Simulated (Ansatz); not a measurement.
# C4H8S: one species, many methods

An exercise on one series of results from a longer session: the logs are not shown, and one member is left open.

The runs use Ansatz 0.2.0, Gaussian basis; functionals in def2-TZVPP, the program's frozen cores in correlated methods.

The runs, in order: LDA (SPW92), PBE-D4, revPBE-D4, BLYP-D4, r2SCAN-D4, B97M-V, PBE0-D4, B3LYP-D4, r2SCANh-D4, r2SCAN0-D4, HSE06-D4, BHLYP-D4, CAM-B3LYP-D4, LC-ωPBE, ωB97X-V, ωB97M-V, B2PLYP, PBE-QIDH; CCSD(T)/def2-SVP; CCSD(T)/def2-TZVPP; MP2/def2-QZVPP; extrapolation to the limit; RPA on PBE.

### The geometry

An earlier PBE0-D4 in a triple-zeta def2 set relaxation fixed the geometry.

SMILES `C=C(S)CC`, 13 atoms, charge 0, spin multiplicity 1.

Atoms are counted from 1 here; the program's logs count them from 0.

Bond lengths: C1–C2 1.330 Å, C1–H6 1.083 Å, C1–H7 1.084 Å, C2–S3 1.765 Å, C2–C4 1.499 Å, S3–H8 1.343 Å, C4–C5 1.523 Å, C4–H9 1.094 Å, C4–H10 1.097 Å, C5–H11 1.092 Å, C5–H12 1.092 Å, C5–H13 1.091 Å. Angles: C2–C1–H6 122.2°, C2–C1–H7 120.2°, H6–C1–H7 117.6°, C1–C2–S3 119.0°, C1–C2–C4 123.4°, S3–C2–C4 117.5°, C2–S3–H8 96.9°, C2–C4–C5 113.9°, C2–C4–H9 107.9°, C2–C4–H10 108.9°, C5–C4–H9 110.0°, C5–C4–H10 109.5°, H9–C4–H10 106.5°, C4–C5–H11 110.5°, C4–C5–H12 110.6°, C4–C5–H13 111.4°, H11–C5–H12 108.2°, H11–C5–H13 108.2° and more.

The first run:

The input, in.yaml:

```yaml
crystal:
  periodic: [false, false, false]
  atoms:
    - {symbol: C, position_ang: [-0.175947, 1.253635, 1.565241]}
    - {symbol: C, position_ang: [0.371101, 0.362274, 0.743275]}
    - {symbol: S, position_ang: [1.445636, -0.869167, 1.410078]}
    - {symbol: C, position_ang: [0.058967, 0.290653, -0.721033]}
    - {symbol: C, position_ang: [-0.721451, -0.953846, -1.124922]}
    - {symbol: H, position_ang: [0.072032, 1.295477, 2.618858]}
    - {symbol: H, position_ang: [-0.904425, 1.964210, 1.191786]}
    - {symbol: H, position_ang: [2.152530, -1.089306, 0.289560]}
    - {symbol: H, position_ang: [-0.505784, 1.188362, -0.988197]}
    - {symbol: H, position_ang: [0.997687, 0.333666, -1.286826]}
    - {symbol: H, position_ang: [-0.921686, -0.949078, -2.198454]}
    - {symbol: H, position_ang: [-1.677541, -0.996430, -0.598886]}
    - {symbol: H, position_ang: [-0.170418, -1.865051, -0.885781]}
basis:
  gaussian: {orbitals: def2-TZVPP}
hamiltonian: {xc: lda}
output: {orbitals: {seedname: orbitals}}
```

Started as:

```sh
$ ansatz run in.yaml --threads 4 --pin off --events-out ev --progress --plain --max-ram 10444MiB
```

Steps of the session up to this table: LDA; PBE-D4 (GGA); revPBE-D4 (GGA); BLYP-D4 (GGA); r2SCAN-D4 (meta-GGA); B97M-V (meta-GGA); PBE0-D4 (hybrid); B3LYP-D4 (hybrid); r2SCANh-D4 (hybrid); r2SCAN0-D4 (hybrid); HSE06-D4 (hybrid); BHLYP-D4 (hybrid); CAM-B3LYP-D4 (range-separated); LC-ωPBE (range-separated); ωB97X-V (range-separated); ωB97M-V (range-separated); B2PLYP (double hybrid); PBE-QIDH (double hybrid).

One table of the session follows, with a row left open; its other results are not shown here.

It belongs to the step «Frontier levels by functional». 

| functional | HOMO (eV) | gap (eV) |
| --- | --- | --- |
| LDA (SPW92) | -5.53 | 4.36 |
| PBE-D4 | -5.38 | 4.42 |
| revPBE-D4 | -5.32 | 4.44 |
| BLYP-D4 | -5.21 | 4.38 |
| r2SCAN-D4 | -5.57 | 4.84 |
| B97M-V | ? | ? |
| PBE0-D4 | -6.47 | 6.48 |
| B3LYP-D4 | -6.25 | 6.02 |
| r2SCANh-D4 | -5.99 | 5.61 |
| r2SCAN0-D4 | -6.60 | 6.75 |
| HSE06-D4 | -6.08 | 5.70 |
| BHLYP-D4 | -7.42 | 8.45 |
| CAM-B3LYP-D4 | -7.75 | 8.85 |
| LC-ωPBE | -9.11 | 11.37 |
| ωB97X-V | -8.74 | 10.91 |
| ωB97M-V | -8.62 | 10.60 |

Q: Estimate the row for B97M-V from the others.

**Answer.** HOMO (eV): -5.63; gap (eV): 4.92. In the column «HOMO (eV)» it lies between r2SCANh-D4 (-5.99) and r2SCAN-D4 (-5.57).
